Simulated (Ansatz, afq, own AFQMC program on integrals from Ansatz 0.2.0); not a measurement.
**Where AFQMC and coupled cluster stand for SiH3⁻, singlet**

```xyz
4

Si    0.0000    0.0000   -0.0804
H     1.3052   -0.0002    0.7466
H    -0.6524    1.1304    0.7466
H    -0.6528   -1.1302    0.7466
```

Basis 6-31++G**. Only valence electrons are correlated. Integrals, coupled cluster, full CI and functionals: Ansatz 0.2.0; the random walks run on the same integrals in our own AFQMC program. ph-AFQMC/CISD is guided by a CISD state made of CCSD amplitudes; releasing the constraint for a short imaginary time cuts its bias at the price of noise, slowly where states lie close. Free AFQMC starts from the CCSD state and is never constrained. Its projection time is finite, and what remains of the start isn't in its error. Uncertainties: one standard error, sampling alone.

Determinant: RHF, the one that the program's search chose, which needn't be the lowest solution. The geometry is a point of a scan.

No full CI on the walks' own integrals is used here; CCSDT(Q) serves as the reference and is uncertain by about the last step of the cluster series.

- T1 diagnostic: 0.0120
- weight of the determinant in the CISD state: 0.916
- size of the correlated space: 8 electrons in 36 orbitals

```json
{"level": "MP2", "correlation energy (eV)": "-2.9777"}
{"level": "CCSD", "correlation energy (eV)": "-3.6789"}
{"level": "CCSD(T)", "correlation energy (eV)": "-3.7614"}
```

(1) Estimate where phaseless AFQMC with a CISD trial lies against CCSD(T) on the same integrals.

(1) 0.87 ± 0.27 mEh below CCSD(T).

Reference: CCSDT(Q), correlation energy -3.781 eV. The released energy is read at 2.40 1/Eh (meV from the phaseless value at times in 1/Eh: 2 ± 8 at 0.24, 1 ± 6 at 0.51, 4 ± 5 at 0.99, 5 ± 7 at 1.62, -1 ± 5 at 2.40).

```csv
level,E − E(reference) (mEh),share of correlation (%)
CCSD(T),0.71,99.49
CCSDT,0.09,99.94
ph-AFQMC/HF,-1.57 ± 1.01,101.13
ph-AFQMC/CISD,-0.16 ± 0.27,100.11
released AFQMC,-0.21 ± 0.19,100.15
free AFQMC,-0.11 ± 0.32,100.08
```

Free projections are given only where their last times agree within the noise and don't stop above the reference; a slow remainder of the start can still hide under it. A walk keeps the symmetry of its determinant, which the program's search chose and which needn't be the lowest solution, so a lower state of the same spin and another symmetry isn't excluded. Released energies are given only where the last usable release times agree within the noise; a slower fall can still hide under it.
